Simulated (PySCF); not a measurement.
Choosing a molecule for a target property.

Each SMILES stands for a single optimised conformer of the isolated species, non-relativistic unless stated; the electronic structure was computed with PySCF and density fitting.

Dipoles, sizes and rotational constants follow the conformer. The torsions of the flexible species, by atom-mapped SMILES:
- `[PH2:1][SiH:2]([PH2:3])[Cl:4]`: H–P1–Si2–P3 47°, H–P1–Si2–P3 -47°, H–P3–Si2–P1 47°, H–P3–Si2–P1 -47°
- `[CH3:1][O:2][CH2:3][c:4]1[cH:5][cH:6][o:7][cH:8]1`: C1–O2–C3–C4 -67°, O2–C3–C4–C5 -52°
- `[F:1][Si@@H:2]([SiH3:3])[PH2:4]`: H–P4–Si2–F1 178°, H–P4–Si2–F1 -89°
- `[F:1][SiH2:2][SiH2:3][PH2:4]`: F1–Si2–Si3–P4 180°, H–P4–Si3–Si2 -74°, H–P4–Si3–Si2 -168°
- `[CH3:1][O:2][C:3]1=[CH:4][C:5](=[O:6])[CH2:7][CH2:8]1`: C1–O2–C3–C4 0°
- `[CH2:1]=[CH:2]/[CH:3]=[CH:4]/[O:5][C:6]([CH3:7])=[O:8]`: C1–C2–C3–C4 180°, C3–C4–O5–C6 180°, C4–O5–C6–C7 180°

**Question.** Wanted: HOMO energy below -8.6 eV (CAM-B3LYP/def2-SVPD) and dipole moment above 1.7 D (CAM-B3LYP/def2-SVPD), at PBE0-D3(BJ)/def2-SVP geometries. Which candidate meets both?
A. `[Se]1[Se][Se][Se][Se][Se][Se][Se]1`
B. `COC1=CC(=O)CC1`
C. `COCC1=COC=C1`
D. `F[SiH2][SiH2]P`
E. `P[SiH](P)Cl`
F. `P[Si@H]([SiH3])F`

**Answer.** F. Computed values:
| species | HOMO energy | dipole moment |
| --- | --- | --- |
| F[SiH2][SiH2]P | -9.06 eV | 1.53 D |
| P[Si@H]([SiH3])F | -8.77 eV | 1.84 D |
| P[SiH](P)Cl | -8.51 eV | 2.06 D |
| COC1=CC(=O)CC1 | -8.40 eV | 4.55 D |
| [Se]1[Se][Se][Se][Se][Se][Se][Se]1 | -8.18 eV | 0.01 D |
| COCC1=COC=C1 | -8.07 eV | 0.69 D |

**Question.** Wanted: HOMO–LUMO gap between 8 eV and 9 eV (CAM-B3LYP/def2-SVPD) and vertical ionisation energy below 9.2 eV (ΔSCF CAM-B3LYP/def2-SVPD), at PBE0-D3(BJ)/def2-SVP geometries. Which candidate meets both?
A. `C=C/C=C/OC(C)=O`
B. `COC1=CC(=O)CC1`
C. `COCC1=COC=C1`
D. `P[SiH](P)Cl`
E. `F[SiH2][SiH2]P`

**Answer.** B. Computed values:
```
        species  HOMO–LUMO gap  vertical ionisation energy
C=C/C=C/OC(C)=O        7.74 eV                     8.47 eV
 COC1=CC(=O)CC1        8.75 eV                     9.04 eV
    P[SiH](P)Cl        8.92 eV                     9.28 eV
 F[SiH2][SiH2]P        9.09 eV                     9.92 eV
   COCC1=COC=C1        9.25 eV                     8.86 eV
```

**Question.** Wanted: smallest rotational constant between 1 GHz and 1.3 GHz (PBE0-D3(BJ)/def2-SVP) and static isotropic polarisability above 90 au (CAM-B3LYP/def2-SVPD), at PBE0-D3(BJ)/def2-SVP geometries. Which candidate meets both?
A. `F[Si@@H]([SiH3])P` (FH6PSi2)
B. `P[SiH](P)Cl` (ClH5P2Si)
C. `C=C/C=C/OC(C)=O` (C6H8O2)
D. `S=C` (CH2S)
E. `[Se]1[Se][Se][Se][Se][Se][Se][Se]1` (Se8)
F. `COCc1ccoc1` (C6H8O2)

**Answer.** B. Computed values:
```
                                 species  smallest rotational constant  static isotropic polarisability
[Se]1[Se][Se][Se][Se][Se][Se][Se]1 (Se8)                     0.114 GHz                         234.9 au
                C=C/C=C/OC(C)=O (C6H8O2)                     0.716 GHz                          91.7 au
                  P[SiH](P)Cl (ClH5P2Si)                     1.146 GHz                          97.0 au
                     COCc1ccoc1 (C6H8O2)                     1.243 GHz                          75.6 au
             F[Si@@H]([SiH3])P (FH6PSi2)                     1.442 GHz                          86.1 au
                              S=C (CH2S)                    16.724 GHz                          34.0 au
```

**Question.** Wanted: electronic spatial extent ⟨r²⟩ about the centre of nuclear charge below 970 bohr² (CAM-B3LYP/def2-SVPD) and lowest singlet excitation above 5.7 eV (TDDFT CAM-B3LYP/def2-SVPD), at PBE0-D3(BJ)/def2-SVP geometries. Which candidate meets both?
A. `C=S` (CH2S)
B. `F[SiH2][SiH2]P` (FH6PSi2)
C. `COCC1=COC=C1` (C6H8O2)
D. `COC1=CC(=O)CC1` (C6H8O2)
E. `[Se]1[Se][Se][Se][Se][Se][Se][Se]1` (Se8)
F. `P[SiH](Cl)P` (ClH5P2Si)
G. `C=C/C=C/OC(C)=O` (C6H8O2)

**Answer.** B. Computed values:
```
                                 species  electronic spatial extent ⟨r²⟩ about the centre of nuclear charge  lowest singlet excitation
                              C=S (CH2S)                                                          110 bohr²                    2.21 eV
                F[SiH2][SiH2]P (FH6PSi2)                                                          958 bohr²                    6.01 eV
                  P[SiH](Cl)P (ClH5P2Si)                                                          979 bohr²                    5.90 eV
                   COCC1=COC=C1 (C6H8O2)                                                         1015 bohr²                    6.27 eV
                 COC1=CC(=O)CC1 (C6H8O2)                                                         1049 bohr²                    4.38 eV
                C=C/C=C/OC(C)=O (C6H8O2)                                                         1546 bohr²                    5.40 eV
[Se]1[Se][Se][Se][Se][Se][Se][Se]1 (Se8)                                                         7414 bohr²                    3.53 eV
```
